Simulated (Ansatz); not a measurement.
A made-up structure of CH2FSi (charge -1), singlet:

```csv
atom,x (Å),y (Å),z (Å)
C1,-0.8563,-0.9498,-0.1512
Si2,0.3692,0.1578,0.1033
F3,0.6448,1.7903,-0.0482
H4,-1.8589,-0.7339,-0.5287
H5,-0.2316,-1.5358,0.4733
```

It is relaxed with PBE-D4/def2-SVPD and then PBE0-D4/def2-TZVPD (Ansatz 0.2.0). Atoms count as bonded within 1.22 times the sum of their covalent radii (H–H: 0.88 Å). The end point is not checked to be a true minimum.

Question: Does its bonding change? (Judge from chemistry; the calculation decides.)

Answer: By the calculation: No: no bond forms or breaks.

Where it ends: The first stage lowers the energy by 1.74 eV in 9 steps. It ends as CH₂FSi ([CH2][Si][F]), total charge -1:
```xyz
5
angstrom
C -0.6684 -0.8154 -0.0023
Si 0.7119 0.2119 0.3015
F 0.2548 1.7277 -0.2747
H -1.6160 -0.5286 -0.4649
H -0.6151 -1.8670 0.2889
```

Labels in which every atom is bracketed show which atoms are joined, not bond orders.

For scale, one of the runs: PBE0-D4/def2-TZVPD relaxation, 138 basis functions, launched by `ansatz run in.yaml --threads 2 --pin off --events-out ev --progress --plain --max-ram 4352MiB`. Hardware: 2 CPU threads of an Arm Neoverse V1, shared host. Wall time about 17 s.
